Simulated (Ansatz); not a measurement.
Ansatz results at the PBE0-D4/def2-TZVP geometry: HOMO–LUMO gap (PBE/def2-TZVPP) 5.10 eV; LUMO energy (B3LYP/def2-TZVPP) 0.72 eV; HOMO–LUMO gap (ωB97M-V/def2-TZVPP) 10.92 eV.

(1) Which molecule gave them?
A. `CSC`
B. `CC(C)(C)CS`
C. `CSC(C)(C)C`
D. `CC(C)CCS`

Answers

(1) C. The others give `CC(C)CCS`: 5.11, 0.25, 11.17; `CC(C)(C)CS`: 5.13, 0.21, 11.10; `CSC`: 5.07, 0.74, 11.24.

B3LYP here is the variant with VWN-RPA as its local correlation; programs differ in this.
